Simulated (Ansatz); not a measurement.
Ansatz (a quantum-chemistry and plane-wave program) input (PBE/def2-QZVPPD): A basis named .json is the Basis Set Exchange file of that set (core-valence sets with the plain set on hydrogen).

Ansatz 0.2 input:
```yaml
crystal:
  periodic: [false, false, false]
  atoms:
    - {symbol: C, position_ang: [-0.00000000, 0.00000000, -0.00000000]}
    - {symbol: H, position_ang: [0.62054657, 0.62688914, 0.63896175]}
    - {symbol: H, position_ang: [-0.64285838, -0.62489528, 0.61852983]}
    - {symbol: H, position_ang: [0.63693263, -0.63278043, -0.61664082]}
    - {symbol: H, position_ang: [-0.61462083, 0.63078657, -0.64085076]}
basis:
  gaussian:
    orbitals: def2-QZVPPD.json
hamiltonian:
  xc: {name: PBE}
magnetization: {spin_polarized: false}
```

Output:

```
Functional definition: PBE
integrals: 0.04 GiB planned
433 factors; their error is unknown
mean field: 0.58 GiB planned
mean field evaluation 1: about -1093.0769 eV, gradient 6.0e1 eV
mean field evaluation 2: about -1084.2189 eV, gradient 7.6e1 eV
mean field evaluation 4: about -1101.1791 eV, gradient 3.1e-1 eV
mean field evaluation 8: about -1101.1748 eV, gradient 6.4e-4 eV
mean field -1101.17484691 eV, -40.4674292209 hartree, gradient 2.4e-5 eV, S^2 0.000000; 0 other end points of the search recorded, 0 dependent functions left out
reference -1101.17488285 eV, -40.4674305416 hartree; 5, 5 occupied and 190, 190 virtual orbitals, 433 factors
Total energy: -1101.17488285 eV, -40.4674305416 hartree
```
